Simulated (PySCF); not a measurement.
Molecule (SMILES): C (CH4).
Geometry (B3LYP-D3(BJ)/def2-TZVP, fixed):
```xyz
5

C      0.0000     0.0000     0.0000
H      0.6205     0.6269     0.6390
H     -0.6429    -0.6249     0.6185
H      0.6369    -0.6328    -0.6166
H     -0.6146     0.6308    -0.6409
```

How fast the isotropic shielding of H2 converges with the basis for several methods (PySCF): deviation from each method's own reference, in ppm. References: HF 31.43 ppm, the value in pcseg-3; PBE 31.34 ppm, the value in pcseg-3; PBE0 31.30 ppm, the value in pcseg-3. All functions are spherical. No added dispersion term, no relativity. GIAO; atoms are numbered in the order shown.

| basis | functions | HF | PBE | PBE0 |
|---|---|---|---|---|
| 6-31G | 17 | 1.39 | 1.05 | 1.14 |
| pcSseg-0 | 17 | 1.57 | 1.15 | 1.26 |
| 6-31G* | 22 | 0.79 | 0.62 | 0.67 |
| def2-SV(P) | 22 | 0.75 | 0.50 | 0.58 |
| def2-SVP | 34 | 0.19 | 0.05 | 0.10 |
| pcSseg-1 | 37 | -0.04 | -0.07 | -0.06 |
| aug-pcseg-1 | 59 | 0.10 | 0.03 | 0.06 |
| def2-TZVPPD | 105 | 0.08 | 0.07 | 0.07 |
